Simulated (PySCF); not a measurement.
CH7BN (charge -1).
SMILES with atom numbers: `[BH3-:1][NH:2][CH3:3]` (hydrogens: H4, H5, H6 on B1; H7 on N2; H8, H9, H10 on C3)

Geometry (PBE0-D3(BJ)/def2-SVP, Å), atoms numbered from 1 in this order:
```xyz
10
CH7BN angstrom
B     -1.309   -0.108   -0.112
N      0.060    0.576   -0.340
C      1.188   -0.270   -0.117
H     -1.485   -1.011   -0.969
H     -2.228    0.739   -0.224
H     -1.408   -0.651    1.038
H      0.136    1.384    0.276
H      1.165   -1.115   -0.832
H      1.246   -0.755    0.897
H      2.160    0.249   -0.272
```

The closed-shell ground state was solved at several levels (PySCF, density fitting, gas phase, non-relativistic). The geometry's basis has no diffuse functions, a weakness for an anion. No diffuse functions stand in pcJ-1, pcSseg-1 and pcSseg-2, which bears on an anion's orbital energies.

| level | basis functions | total energy (Eh) | HOMO (eV) | LUMO (eV) | gap (eV) |
| --- | --- | --- | --- | --- | --- |
| mPW1PW91/pcSseg-2 | 206 | -121.9532 | -0.48 | 4.65 | 5.13 |
| B3LYP/pcJ-1 | 151 | -121.9530 | -0.04 | 5.77 | 5.81 |
| PBE0/pcSseg-1 | 86 | -121.7586 | -0.23 | 6.07 | 6.30 |

(1) Estimate the row for CAM-B3LYP/def2-SVPD, a basis of 116 functions; the other rows only guide the guess.

(2) Over all these levels, which gives the widest orbital gap and which the narrowest?

Answers

(1) Total energy -121.7834 Eh, HOMO -1.84 eV, LUMO 5.22 eV, gap 7.06 eV.

(2) CAM-B3LYP/def2-SVPD (range-separated hybrid) has the widest, 7.06 eV, and mPW1PW91/pcSseg-2 (global hybrid, 25 % exact exchange) the narrowest, 5.13 eV. Functional and basis both differ between the two, so the spread mixes both effects.
